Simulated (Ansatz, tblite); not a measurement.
# The cluster Cu2Te: rung by rung

How do method and basis change the picture of the cluster Cu2Te (singlet)?

Computed with Ansatz 0.2.0, Gaussian basis. Level: as each input shows.

Plan: GFN1-xTB, GFN2-xTB, PBE-D4/def2-TZVP, r2SCAN-D4/def2-TZVP, BLYP-D4/def2-TZVP, PBE-QIDH/def2-TZVP, r2SCANh-D4/def2-TZVP, BHLYP-D4/def2-TZVP, r2SCAN0-D4/def2-TZVP, PBE-D4/def2-SVP, PBE0-D4/def2-SVP, PBE0-D4/def2-TZVPD, PBE-D4/def2-TZVPD, r2SCAN-D4/def2-TZVPD, CCSD(T)/def2-TZVPP, MP2/def2-TZVP, RPA/def2-TZVP.

4 further runs of the same task are left out: 4 set aside as unsound or not needed.

## Step 1: The geometry

The geometry is that of the singlet, from an earlier relaxation (B3LYP-D4/def2-TZVP). At that level it is the lowest of the isomers that a small search found.

3 atoms, charge 0, spin multiplicity 1.

Bond lengths: Cu1–Te3 2.423 Å, Cu2–Te3 2.423 Å. Angles: Cu1–Te3–Cu2 66.1°.

Geometry (Å):

```xyz
3
charge 0, multiplicity 1
Cu   -0.24995    0.41062   -1.40450
Cu    1.01195    0.59362    0.90955
Te   -0.76200   -1.00424    0.49495
```

Te takes a core potential in the def2 sets. No spin-orbit coupling is included.

PBE0-D4/def2-TZVP was run before; its log isn't repeated, and its numbers join the tables.

## Step 2: GFN1-xTB

Tight binding, by tblite at 300 K electronic temperature and without a spin-polarisation term:

```python
tblite.interface.Calculator('GFN1-xTB', numbers, positions, charge=0, uhf=0).singlepoint()
```

Energy -348.4913 eV, HOMO -10.62 eV, LUMO -8.29 eV; 0.002 s.

## Step 3: GFN2-xTB

Tight binding, by tblite at 300 K electronic temperature and without a spin-polarisation term:

```python
tblite.interface.Calculator('GFN2-xTB', numbers, positions, charge=0, uhf=0).singlepoint()
```

Energy -294.9056 eV, HOMO -7.81 eV, LUMO -5.37 eV; 0.002 s.

## Step 4: PBE-D4/def2-TZVP

start.molden holds the orbitals of an earlier run on this state, given as this run's starting guess.

Input file in.yaml:

```yaml
crystal:
  periodic: [false, false, false]
  atoms:
    - {symbol: Cu, position_ang: [-0.249949, 0.410622, -1.404496]}
    - {symbol: Cu, position_ang: [1.011947, 0.593620, 0.909554]}
    - {symbol: Te, position_ang: [-0.761998, -1.004242, 0.494952]}
basis:
  gaussian: {orbitals: def2-TZVP, initial_orbitals: start.molden}
hamiltonian: {xc: pbe, dispersion: d4}
scf: {omitted_lower_state_checks: [starts]}
output: {forces: true, orbitals: {seedname: orbitals}}
```

The run is started by

```
> ansatz run in.yaml --threads 2 --pin off --events-out ev --progress --plain --max-ram 4352MiB
```

Standard output:

```text
Functional definition: PBE
  name "PBE"
  cite "Perdew, Burke & Ernzerhof, Phys. Rev. Lett. 77, 3865 (1996) doi:10.1103/PhysRevLett.77.3865"
  parent pbe
  parameter kappa = 0.804
  parameter beta = 0.06672455060314922
  exchange = pbe_x(kappa = kappa, mu = beta*pi^2/3)
  correlation = pbe_c(beta = beta)
these checks for a lower state are left out or cut short: starts
1292 factors; their error is unknown
mean field evaluation 1: about -96563.8082 eV, gradient 1.1e1 eV
mean field evaluation 2: about -96564.0490 eV, gradient 6.7e-1 eV
mean field evaluation 4: about -96563.8801 eV, gradient 5.2e-1 eV
mean field evaluation 8: about -96563.8802 eV, gradient 1.3e-5 eV
mean field -96563.88018376 eV, -3548.6571434043 hartree, gradient 1.1e-5 eV, S^2 0.000000; 0 other end points of the search recorded, 0 dependent functions left out
the calculation of the forces begins
reference -96563.88022217 eV, -3548.6571448160 hartree; 41, 41 occupied and 99, 99 virtual orbitals, 1292 factors
Total energy: -96563.99561083 eV, -3548.6613852709 hartree
Atom 0 at    -0.249949     0.410622    -1.404496 Å, force     0.067761    -0.069177     0.291532 eV/Å
Atom 1 at     1.011947     0.593620     0.909554 Å, force    -0.202478    -0.108367    -0.204029 eV/Å
Atom 2 at    -0.761998    -1.004242     0.494952 Å, force     0.134716     0.177544    -0.087504 eV/Å
Dipole moment:     0.419726     0.553160    -0.272629 e Å
Checks for a lower state left out: starts
```

Wall time 2.6 s (2 threads of Arm Neoverse V2, shared host).

From the report: HOMO -4.63 eV, LUMO -3.40 eV.

## Step 5: r2SCAN-D4/def2-TZVP

in.yaml, as its differences from that of step 4:

```diff
@@ -8,4 +8,4 @@
   gaussian: {orbitals: def2-TZVP, initial_orbitals: start.molden}
-hamiltonian: {xc: pbe, dispersion: d4}
+hamiltonian: {xc: r2scan, dispersion: d4}
 scf: {omitted_lower_state_checks: [starts]}
-output: {forces: true, orbitals: {seedname: orbitals}}
+output: {orbitals: {seedname: orbitals}}
```

Same command.

Standard output:

```text
Functional definition: r2SCAN
  name "r2SCAN"
  cite "Furness, Kaplan, Ning, Perdew & Sun, J. Phys. Chem. Lett. 11, 8208 (2020) doi:10.1021/acs.jpclett.0c02405"
  cite "Furness, Kaplan, Ning, Perdew & Sun, J. Phys. Chem. Lett. 11, 9248 (2020) doi:10.1021/acs.jpclett.0c03077"
  parent r2scan
  parameter k0 = 0.174
  parameter k1 = 0.065
  parameter a1 = 4.9479
  exchange = r2scan_x(k0 = k0, k1 = k1, a1 = a1)
  correlation = r2scan_c
these checks for a lower state are left out or cut short: starts
1292 factors; their error is unknown
mean field evaluation 1: about -96579.2208 eV, gradient 7.6e0 eV
mean field evaluation 2: about -96579.3268 eV, gradient 4.3e-1 eV
mean field evaluation 4: about -96579.1568 eV, gradient 5.2e-1 eV
mean field evaluation 8: about -96579.1569 eV, gradient 2.2e-5 eV
mean field -96579.15692206 eV, -3549.2185531821 hartree, gradient 2.0e-5 eV, S^2 0.000000; 0 other end points of the search recorded, 0 dependent functions left out
reference -96579.15693446 eV, -3549.2185536378 hartree; 41, 41 occupied and 99, 99 virtual orbitals, 1292 factors
Total energy: -96579.17659336 eV, -3549.2192760889 hartree
Checks for a lower state left out: starts
```

Wall time 5.5 s (2 threads of Arm Neoverse V2, shared host).

From the report: HOMO -4.73 eV, LUMO -3.20 eV.

## Step 6: BLYP-D4/def2-TZVP

in.yaml, as its differences from that of step 5:

```diff
@@ -8,3 +8,3 @@
   gaussian: {orbitals: def2-TZVP, initial_orbitals: start.molden}
-hamiltonian: {xc: r2scan, dispersion: d4}
+hamiltonian: {xc: {name: BLYP}, dispersion: d4}
 scf: {omitted_lower_state_checks: [starts]}
```

Launched as before.

Standard output:

```text
Functional definition: BLYP
  name "BLYP"
  cite "Becke, Phys. Rev. A 38, 3098 (1988) doi:10.1103/PhysRevA.38.3098"
  cite "Lee, Yang & Parr, Phys. Rev. B 37, 785 (1988) doi:10.1103/PhysRevB.37.785"
  parameter beta = 0.0042
  parameter a = 0.04918
  parameter b = 0.132
  parameter c = 0.2533
  parameter d = 0.349
  exchange = b88_x(beta = beta)
  correlation = lyp_c(a = a, b = b, c = c, d = d)
these checks for a lower state are left out or cut short: starts
1292 factors; their error is unknown
mean field evaluation 1: about -96581.0242 eV, gradient 1.3e1 eV
mean field evaluation 2: about -96581.3610 eV, gradient 6.9e-1 eV
mean field evaluation 4: about -96581.1916 eV, gradient 5.2e-1 eV
mean field evaluation 8: about -96581.1917 eV, gradient 1.3e-5 eV
mean field -96581.19167597 eV, -3549.2933290090 hartree, gradient 8.9e-6 eV, S^2 0.000000; 0 other end points of the search recorded, 0 dependent functions left out
reference -96581.19195397 eV, -3549.2933392254 hartree; 41, 41 occupied and 99, 99 virtual orbitals, 1292 factors
Total energy: -96581.42925949 eV, -3549.3020600421 hartree
Checks for a lower state left out: starts
```

Wall time 2.7 s (2 threads of Arm Neoverse V2, shared host).

From the report: HOMO -4.53 eV, LUMO -3.38 eV.

## Step 7: PBE-QIDH/def2-TZVP

in.yaml, as its differences from that of step 6:

```diff
@@ -8,4 +8,4 @@
   gaussian: {orbitals: def2-TZVP, initial_orbitals: start.molden}
-hamiltonian: {xc: {name: BLYP}, dispersion: d4}
+hamiltonian: {xc: {name: PBE-QIDH}}
+correlation: {frozen_orbitals: {Cu: 9, Te: 4}}
 scf: {omitted_lower_state_checks: [starts]}
-output: {orbitals: {seedname: orbitals}}
```

Same command.

Standard output (excerpt; [...] marks lines left out):

```text
Functional definition: PBE-QIDH
  name "PBE-QIDH"
  cite "Brémond, Sancho-García, Pérez-Jiménez & Adamo, J. Chem. Phys. 141, 031101 (2014) doi:10.1063/1.4890314"
  cite "Perdew, Burke & Ernzerhof, Phys. Rev. Lett. 77, 3865 (1996) doi:10.1103/PhysRevLett.77.3865"
[...]
1426 factors; integrals over basis functions are off by at most 4.4e-4 eV
[...]
mean field -96530.55814820 eV, -3547.4325811841 hartree, gradient 6.8e-6 eV, S^2 0.000000; 0 other end points of the search recorded, 0 dependent functions left out
22 core orbitals not correlated: weight in the atoms' cores, before any rotation towards them, 1.000 or more for the frozen orbitals, at most 0.000 for the correlated occupied ones
reference -96530.55816046 eV, -3547.4325816347 hartree; 19, 19 occupied and 99, 99 virtual orbitals, 1426 factors
second order -40.35273239 eV of doubles, -0.00000000 eV of singles
Total energy: -96544.00907126 eV, -3547.9268934891 hartree
Checks for a lower state left out: starts
```

Wall time 6 s (2 threads of Arm Neoverse V2, shared host).

## Step 8: r2SCANh-D4/def2-TZVP

in.yaml, as its differences from that of step 7:

```diff
@@ -8,4 +8,4 @@
   gaussian: {orbitals: def2-TZVP, initial_orbitals: start.molden}
-hamiltonian: {xc: {name: PBE-QIDH}}
-correlation: {frozen_orbitals: {Cu: 9, Te: 4}}
+hamiltonian: {xc: {name: r2SCANh}, dispersion: d4}
 scf: {omitted_lower_state_checks: [starts]}
+output: {orbitals: {seedname: orbitals}}
```

Same command.

Standard output (excerpt; [...] marks lines left out):

```text
Functional definition: r2SCANh
  name "r2SCANh"
  cite "Bursch, Neugebauer, Ehlert & Grimme, J. Chem. Phys. 156, 134105 (2022) doi:10.1063/5.0086040"
  cite "Furness, Kaplan, Ning, Perdew & Sun, J. Phys. Chem. Lett. 11, 8208 (2020) doi:10.1021/acs.jpclett.0c02405"
  cite "Furness, Kaplan, Ning, Perdew & Sun, J. Phys. Chem. Lett. 11, 9248 (2020) doi:10.1021/acs.jpclett.0c03077"
  parent r2scan
[...]
1335 factors; their error is unknown
[...]
mean field -96577.62964750 eV, -3549.1624268771 hartree, gradient 2.3e-5 eV, S^2 0.000000; 0 other end points of the search recorded, 0 dependent functions left out
reference -96577.62965895 eV, -3549.1624272977 hartree; 41, 41 occupied and 99, 99 virtual orbitals, 1335 factors
Total energy: -96577.65277012 eV, -3549.1632766178 hartree
Checks for a lower state left out: starts
```

It took 6.5 s on 2 threads of Arm Neoverse V2, shared host.

HOMO -5.06 eV, LUMO -2.88 eV.

## Step 9: BHLYP-D4/def2-TZVP

in.yaml, as its differences from that of step 8:

```diff
@@ -8,3 +8,3 @@
   gaussian: {orbitals: def2-TZVP, initial_orbitals: start.molden}
-hamiltonian: {xc: {name: r2SCANh}, dispersion: d4}
+hamiltonian: {xc: {name: BHLYP}, dispersion: d4}
 scf: {omitted_lower_state_checks: [starts]}
```

Launched as before.

Standard output:

```text
Functional definition: BHLYP
  name "BHLYP"
  cite "Becke, J. Chem. Phys. 98, 1372 (1993) doi:10.1063/1.464304"
  cite "Becke, Phys. Rev. A 38, 3098 (1988) doi:10.1103/PhysRevA.38.3098"
  cite "Lee, Yang & Parr, Phys. Rev. B 37, 785 (1988) doi:10.1103/PhysRevB.37.785"
  parameter a = 0.5
  exchange = (1 - a)*b88_x + a*exact_x
  correlation = lyp_c
these checks for a lower state are left out or cut short: starts
1426 factors; integrals over basis functions are off by at most 4.4e-4 eV
mean field evaluation 1: about -96571.5735 eV, gradient 1.0e1 eV
mean field evaluation 2: about -96571.7518 eV, gradient 4.5e-1 eV
mean field evaluation 4: about -96571.9737 eV, gradient 1.1e-2 eV
mean field evaluation 8: about -96571.9737 eV, gradient 1.6e-5 eV
mean field -96571.97372008 eV, -3548.9545753783 hartree, gradient 1.6e-5 eV, S^2 0.000000; 0 other end points of the search recorded, 0 dependent functions left out
reference -96571.97386294 eV, -3548.9545806283 hartree; 41, 41 occupied and 99, 99 virtual orbitals, 1426 factors
Total energy: -96572.20033655 eV, -3548.9629033798 hartree
Checks for a lower state left out: starts
```

Run time: 4.4 s. Hardware: 2 threads of Arm Neoverse V2, shared host.

Report: HOMO -6.14 eV, LUMO -1.85 eV.

## Step 10: r2SCAN0-D4/def2-TZVP

in.yaml, as its differences from that of step 9:

```diff
@@ -8,3 +8,3 @@
   gaussian: {orbitals: def2-TZVP, initial_orbitals: start.molden}
-hamiltonian: {xc: {name: BHLYP}, dispersion: d4}
+hamiltonian: {xc: {name: r2SCAN0}, dispersion: d4}
 scf: {omitted_lower_state_checks: [starts]}
```

Launched as before.

Standard output (excerpt; [...] marks lines left out):

```text
Functional definition: r2SCAN0
  name "r2SCAN0"
  cite "Bursch, Neugebauer, Ehlert & Grimme, J. Chem. Phys. 156, 134105 (2022) doi:10.1063/5.0086040"
  cite "Furness, Kaplan, Ning, Perdew & Sun, J. Phys. Chem. Lett. 11, 8208 (2020) doi:10.1021/acs.jpclett.0c02405"
  cite "Furness, Kaplan, Ning, Perdew & Sun, J. Phys. Chem. Lett. 11, 9248 (2020) doi:10.1021/acs.jpclett.0c03077"
  parent r2scan
[...]
1426 factors; integrals over basis functions are off by at most 4.4e-4 eV
[...]
mean field -96575.44668541 eV, -3549.0822044998 hartree, gradient 2.9e-5 eV, S^2 0.000000; 0 other end points of the search recorded, 0 dependent functions left out
reference -96575.44669546 eV, -3549.0822048692 hartree; 41, 41 occupied and 99, 99 virtual orbitals, 1426 factors
Total energy: -96575.47351845 eV, -3549.0831905960 hartree
Checks for a lower state left out: starts
```

Run time: 7.5 s. Hardware: 2 threads of Arm Neoverse V2, shared host.

HOMO -5.53 eV, LUMO -2.44 eV.

## Step 11: PBE-D4/def2-SVP

in.yaml, as its differences from that of step 10:

```diff
@@ -7,4 +7,4 @@
 basis:
-  gaussian: {orbitals: def2-TZVP, initial_orbitals: start.molden}
-hamiltonian: {xc: {name: r2SCAN0}, dispersion: d4}
+  gaussian: {orbitals: def2-SVP, initial_orbitals: start.molden}
+hamiltonian: {xc: pbe, dispersion: d4}
 scf: {omitted_lower_state_checks: [starts]}
```

Launched as before.

Standard output:

```text
Functional definition: PBE
  name "PBE"
  cite "Perdew, Burke & Ernzerhof, Phys. Rev. Lett. 77, 3865 (1996) doi:10.1103/PhysRevLett.77.3865"
  parent pbe
  parameter kappa = 0.804
  parameter beta = 0.06672455060314922
  exchange = pbe_x(kappa = kappa, mu = beta*pi^2/3)
  correlation = pbe_c(beta = beta)
these checks for a lower state are left out or cut short: starts
1088 factors; their error is unknown
mean field evaluation 1: about -96549.2855 eV, gradient 2.7e1 eV
mean field evaluation 2: about -96549.6576 eV, gradient 1.1e0 eV
mean field evaluation 4: about -96549.6508 eV, gradient 2.1e-1 eV
mean field evaluation 8: about -96549.6509 eV, gradient 1.7e-5 eV
mean field -96549.65087123 eV, -3548.1342258137 hartree, gradient 1.3e-5 eV, S^2 0.000000; 0 other end points of the search recorded, 0 dependent functions left out
reference -96549.65091615 eV, -3548.1342274647 hartree; 41, 41 occupied and 47, 47 virtual orbitals, 1088 factors
Total energy: -96549.76630481 eV, -3548.1384679195 hartree
Checks for a lower state left out: starts
```

Run time: 1.6 s. Hardware: 2 threads of Arm Neoverse V2, shared host.

Report: HOMO -4.16 eV, LUMO -3.01 eV.

(Part 1 of 2 ends here.)
